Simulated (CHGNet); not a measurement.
Zinc-blende HgSe

Computed with the machine-learned potential CHGNet 0.3.0 (trained on PBE and PBE+U data).

Cell: relaxed at this level.

```yaml
lattice_constant_a: 6.276 Å
equilibrium_volume_per_atom: 30.90 Å³/atom
```

Measured, for comparison: lattice constant a 6.085 Å, equilibrium volume per atom 28.16 Å³/atom (293 K, no zero-point or thermal correction; as tabulated in Cardona et al. (2009), arXiv:0908.2634). Computed (rounded) less measured: lattice constant a +3.1 %, equilibrium volume per atom +9.7 %.

A machine-learned potential is trained on density-functional data: it inherits that level's misses and adds fitting errors of its own.

Note: this model's volume lies 10 % above that of the starting cell (a measured, published or database cell).
